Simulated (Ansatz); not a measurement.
# C₃H₄O₂: how energies converge with the basis set

An exercise on one series of results from a longer session: the logs are not shown, and one member is left open.

Computed with Ansatz 0.2.0, Gaussian basis. Level: one geometry, several basis sets.

Levels to be run: PBE0-D4/def2-SVP; ωB97M-V/def2-SVP; PBE0-D4/def2-QZVPP; ωB97M-V/def2-QZVPP; the functionals' def2-TZVPP values are taken from earlier runs.

**The relaxed structure**

An earlier PBE0-D4 in a triple-zeta def2 set relaxation fixed the geometry.

SMILES `OC#CCO`, 9 atoms, charge 0, spin multiplicity 1.

Atoms are counted from 1 here; the program's logs count them from 0.

Bond lengths: O1–C2 1.303 Å, O1–H6 0.965 Å, C2–C3 1.201 Å, C3–C4 1.456 Å, C4–O5 1.414 Å, C4–H7 1.093 Å, C4–H8 1.099 Å, O5–H9 0.961 Å. Angles: C2–O1–H6 110.1°, O1–C2–C3 176.7°, C2–C3–C4 178.3°, C3–C4–O5 114.0°, C3–C4–H7 110.0°, C3–C4–H8 108.7°, O5–C4–H7 105.9°, O5–C4–H8 110.9°, H7–C4–H8 106.9°, C4–O5–H9 107.6°.

As a file:

```mol
C3H4O2
  3D, bonds by distance, orders not assigned

  9  8  0  0  0  0  0  0  0  0999 V2000
    1.3807    2.2174   -0.8501 O   0  0
    0.8337    1.1253   -0.3975 C   0  0
    0.3403    0.0898   -0.0430 C   0  0
   -0.2916   -1.1590    0.3597 C   0  0
   -1.7035   -1.0992    0.4113 O   0  0
    1.4597    2.8676   -0.1421 H   0  0
    0.0335   -1.4358    1.3657 H   0  0
    0.0434   -1.9583   -0.3160 H   0  0
   -2.0077   -0.6939   -0.4052 H   0  0
  1  2  8  0
  2  3  8  0
  3  4  8  0
  4  5  8  0
  1  6  8  0
  4  7  8  0
  4  8  8  0
  5  9  8  0
M  END
```

The first run:

Input file in.yaml:

```yaml
crystal:
  periodic: [false, false, false]
  atoms:
    - {symbol: O, position_ang: [1.380706, 2.217400, -0.850125]}
    - {symbol: C, position_ang: [0.833657, 1.125342, -0.397536]}
    - {symbol: C, position_ang: [0.340268, 0.089769, -0.043000]}
    - {symbol: C, position_ang: [-0.291618, -1.158952, 0.359652]}
    - {symbol: O, position_ang: [-1.703537, -1.099241, 0.411266]}
    - {symbol: H, position_ang: [1.459697, 2.867586, -0.142063]}
    - {symbol: H, position_ang: [0.033535, -1.435778, 1.365715]}
    - {symbol: H, position_ang: [0.043449, -1.958349, -0.316050]}
    - {symbol: H, position_ang: [-2.007655, -0.693877, -0.405159]}
basis:
  gaussian: {orbitals: def2-SVP}
hamiltonian: {xc: pbe0, dispersion: d4}
output: {orbitals: {seedname: orbitals}}
```

Command:

```console
> ansatz run in.yaml --threads 2 --pin off --events-out ev --progress --plain --max-ram 4352MiB
```

Among the steps run: PBE0-D4 in def2-SVP; ωB97M-V in def2-SVP; PBE0-D4 in def2-QZVPP; ωB97M-V in def2-QZVPP.

One of the session's tables, all rows but one given; the rest of the session is left out.

It belongs to the step «Functionals by basis». 

```
functional       basis  HOMO (eV)  LUMO (eV)
   PBE0-D4    def2-SVP      -7.08       1.02
   PBE0-D4  def2-TZVPP      -7.21       0.37
   PBE0-D4  def2-QZVPP      -7.25      -0.06
   ωB97M-V    def2-SVP          ?          ?
   ωB97M-V  def2-TZVPP      -9.47       1.84
   ωB97M-V  def2-QZVPP      -9.51       1.13
```

**Question.** Estimate the row for ωB97M-V, def2-SVP.

The run gave: HOMO (eV): -9.32; LUMO (eV): 2.71. In the column «HOMO (eV)» it lies between ωB97M-V, def2-TZVPP (-9.47) and PBE0-D4, def2-QZVPP (-7.25).
